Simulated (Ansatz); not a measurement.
A made-up structure of MgAlSiH5, singlet:

Al1  (-1.760, 1.587, -1.864)
Mg2  (-0.154, 0.145, -0.168)
Si3  (1.357, -1.222, 1.437)
H4  (-2.972, 0.941, -2.688)
H5  (-1.576, 3.156, -2.124)
H6  (1.739, -0.475, 2.676)
H7  (2.651, -1.647, 0.814)
H8  (0.474, 1.631, 0.427)
(Å)

It is relaxed with PBE-D4/def2-SVP and then PBE0-D4/def2-TZVP (Ansatz 0.2.0). Atoms count as bonded within 1.22 times the sum of their covalent radii (H–H: 0.88 Å). The end point is not checked to be a true minimum.

**Question.** Does its bonding change? (A judgement: the text doesn't fix the answer.)

**Answer.** Computed: Yes. Formed: Si3–H8; broken: Mg2–H8.

Where it ends: The first stage lowers the energy by 2.75 eV in 19 steps. It ends as MgAlSiH₅ ([AlH2][Mg][SiH3]):
| atom | x (Å) | y (Å) | z (Å) |
| --- | --- | --- | --- |
| Al1 | -2.1081 | 1.6192 | -2.0703 |
| Mg2 | -0.2153 | 0.6144 | -0.3553 |
| Si3 | 1.5722 | -0.3368 | 1.2659 |
| H4 | -3.2457 | 0.7187 | -2.7486 |
| H5 | -2.1832 | 3.1631 | -2.4894 |
| H6 | 1.0043 | -0.7836 | 2.5765 |
| H7 | 2.2933 | -1.5286 | 0.7188 |
| H8 | 2.6422 | 0.6505 | 1.6124 |

Labels in which every atom is bracketed show which atoms are joined, not bond orders.

For scale, one of the runs: PBE0-D4/def2-TZVP relaxation, 136 basis functions, launched by `ansatz run in.yaml --threads 2 --pin off --events-out ev --progress --plain --max-ram 4352MiB`. The run took about 22 s on 2 CPU threads of an Arm Neoverse V1 (shared host).
